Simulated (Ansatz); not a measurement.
AlH2Et (C2H7Al). Total charge 0; singlet. Geometry PBE0-D4/def2-TZVP.

Cartesian coordinates in Å:
```
Al 0.5674 -1.0660 1.1509
H 0.6913 -0.5194 2.6413
H 0.3858 -2.6318 0.9257
C 0.5690 0.1751 -0.3671
C -0.8294 0.7302 -0.6728
H 0.9644 -0.3294 -1.2556
H 1.2517 1.0062 -0.1563
H -0.8148 1.4272 -1.5160
H -1.5365 -0.0642 -0.9303
H -1.2488 1.2722 0.1802
```

B3LYP takes the VWN-RPA correlation.

Q: Estimate the orbital energies around the gap (eV) in Ansatz with PBE-D4/def2-TZVP, B3LYP-D4/6-31G, B3LYP-D4/def2-TZVP, PBE0-D4/def2-SVP, PBE0-D4/def2-TZVPD.

A: 
```tsv
orbital	PBE-D4/def2-TZVP	B3LYP-D4/6-31G	B3LYP-D4/def2-TZVP	PBE0-D4/def2-SVP	PBE0-D4/def2-TZVPD
HOMO−9	-68.40	-73.05	-72.57	-73.40	-73.22
HOMO−8	-18.51	-20.39	-20.44	-20.78	-21.00
HOMO−7	-14.88	-16.55	-16.58	-16.83	-17.02
HOMO−6	-10.70	-11.93	-12.03	-12.28	-12.32
HOMO−5	-10.49	-11.77	-11.79	-12.05	-12.08
HOMO−4	-9.39	-10.63	-10.60	-10.82	-10.85
HOMO−3	-8.84	-9.91	-10.02	-10.26	-10.27
HOMO−2	-8.33	-9.43	-9.56	-9.73	-9.77
HOMO−1	-6.93	-8.02	-8.04	-8.19	-8.21
HOMO	-6.28	-7.22	-7.32	-7.51	-7.52
LUMO	-2.12	-1.59	-1.58	-1.31	-1.37
LUMO+1	-0.02	0.98	0.46	1.12	0.20
LUMO+2	0.71	2.07	1.24	1.94	0.81
LUMO+3	1.35	2.52	1.80	2.63	0.97
LUMO+4	1.44	3.19	1.93	2.90	1.25
LUMO+5	1.93	3.87	2.41	3.49	1.62
```
